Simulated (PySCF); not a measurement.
# SiC⁺ (quartet): spin, charge, geometry and surroundings

Aim: change spin, charge, geometry, field or solvent of SiC⁺ (quartet), one at a time, and compare with the base run.

Method: method and basis as typed in the scripts; program: PySCF 2.14.0.

3 further runs of the same task are left out: 3 that didn't finish.

## 1. Starting geometry

SiC⁺ (quartet): 2 atoms, charge 1, spin multiplicity 4.

Bond lengths: Si1–C2 2.021 Å.

## 2. Base script

Contents of input.py:

```python
from pyscf import gto, scf

mol = gto.M(
    atom='Si 0 0 0; C 0 0 2.021',
    basis='6-31+g*',
    charge=1,
    spin=3,
    verbose=4,
)
mf = scf.UHF(mol)
mf.kernel()
mf.stability(internal=True, external=True)
mf.dip_moment()
print('orbital energies (hartree):', [e[max(0, n-3):n+3].round(4) for e, n in zip(mf.mo_energy, mol.nelec)])
```

Run with:

```bash
> OMP_NUM_THREADS=1 python input.py
```

Its log is not repeated here.

Base result: E(SCF) = -326.308518 Eh, 15 cycles, ⟨S²⟩ = 3.754, internal stable; real -> complex stable; UHF/UKS -> GHF/GKS stable.

The bond length is a typed value, not an optimised one. The dipole of an ion depends on the origin. The quartet is typed in the script; nothing here shows that it is the ground state.

## 3. Electric field 0.005 a.u.

Edit 1 changes electric field: none → 0.005 a.u.

Contents of input.py:

```python
from pyscf import gto, scf

mol = gto.M(
    atom='Si 0 0 0; C 0 0 2.021',
    basis='6-31+g*',
    charge=1,
    spin=3,
    verbose=4,
)
mf = scf.UHF(mol)
field = 0.005  # electric field along z, atomic units
h = mf.get_hcore() + field*mol.intor('int1e_r')[2]
mf.get_hcore = lambda *args: h
e_nuc = mol.energy_nuc() - field*mol.atom_charges() @ mol.atom_coords()[:, 2]
mf.energy_nuc = lambda *args: e_nuc
mf.kernel()
mf.stability(internal=True, external=True)
mf.dip_moment()
print('orbital energies (hartree):', [e[max(0, n-3):n+3].round(4) for e, n in zip(mf.mo_energy, mol.nelec)])
```

Run with:

```bash
> OMP_NUM_THREADS=1 python input.py
```

## 4. Charge +3

Edit 2 changes charge: 1 → 3.

input.py, as its differences from that of step 2:

```diff
@@ -5,3 +5,3 @@
     basis='6-31+g*',
-    charge=1,
+    charge=3,
     spin=3,
```

## 5. Bond 2.526 Å

Edit 3 changes bond length: 2.021 Å → 2.526 Å.

input.py, as its differences from that of step 2:

```diff
@@ -3,3 +3,3 @@
 mol = gto.M(
-    atom='Si 0 0 0; C 0 0 2.021',
+    atom='Si 0 0 0; C 0 0 2.526',
     basis='6-31+g*',
```

Before running it: what results should come out? Wanted: for each run, E(SCF); from base; gap, α spin; after the SCF.

As calculated:

| run | E(SCF) (hartree) | from base (eV) | cycles | gap, α spin (eV) | after the SCF |
| --- | --- | --- | --- | --- | --- |
| base | -326.308518 | 0 | 15 | 11.20 | stable |
| electric field 0.005 a.u. | -326.310194 | not comparable | 15 | 10.99 | stable |
| charge +3 | -324.729658 | +42.9630 | 12 | 12.16 | unstable: UHF/UKS -> GHF/GKS |
| bond 2.526 Å | -326.246426 | +1.6896 | 15 | 9.13 | stable |

**Reading.** With bond 2.526 Å the frontier gap moves by over 1.5 eV, which can mean another electronic state rather than the bond length alone.
